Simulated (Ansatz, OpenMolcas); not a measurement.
Strength of the C–C bond: C2F2 → 2 CF

Species: C2F2 `FC#CF`, singlet; CF, doublet. 

Shapes, held fixed at every level: PBE0-D4/def2-TZVP. Programs: Ansatz 0.2.0, OpenMolcas 26.06. The zero-point and thermal change to 298 K, harmonic and unscaled (PBE0-D4/def2-TZVP), is -15.9 kJ/mol.

| level | kind | ΔH(298 K) (kJ/mol) | less CCSD(T)/CBS estimate |
| --- | --- | --- | --- |
| HF/def2-TZVPP | Hartree–Fock | +294.4 | -188.0 |
| BLYP/cc-pVTZ | GGA | +467.9 | -14.5 |
| revPBE/cc-pVTZ | GGA | +476.2 | -6.2 |
| M06-2X/cc-pVTZ | global hybrid | +501.4 | +19.0 |
| B3LYP-D4/def2-TZVPP | global hybrid | +472.5 | -9.9 |
| wB97M-V/def2-TZVPP | range-separated hybrid | +476.4 | -6.0 |
| B2PLYP/def2-TZVPP | double hybrid | +476.3 | -6.1 |
| CCSD(T)/CBS estimate | coupled cluster or CI | +482.4 | 0.0 |

The highest level, CCSD(T)/CBS estimate, gives ΔH(298 K) = +482.4 kJ/mol; the levels span +294.4 to +501.4. The column of differences is taken from that level and isn't an error. Hartree–Fock misses the correlation of the pair that is broken and comes out low. No measured value is set beside it here. Open shells run unrestricted unless RO is named. The CBS estimate extrapolates MP2 from def2-TZVPP and def2-QZVPP and adds CCSD(T) − MP2 in the triple-zeta set, cores frozen.
